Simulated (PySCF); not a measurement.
These are PySCF 2.14.0 with B3LYP-D3(BJ)/def2-TZVP values and carry that method's errors. All species are isolated molecules in the gas phase. B3LYP has the VWN-RPA correlation part, as in Gaussian. 

Reference species (SMILES): `C[SiH3]` (neutral, multiplicity 1).

- HOMO–LUMO gap = 9.41 eV
- S1 oscillator strength = 0.002

Changed species: `CC`.

Question: Predict the effect on the HOMO–LUMO gap and S1 oscillator strength.

Answer: the HOMO–LUMO gap rises by 1.06 eV, to 10.47 eV; the S1 oscillator strength hardly moves.
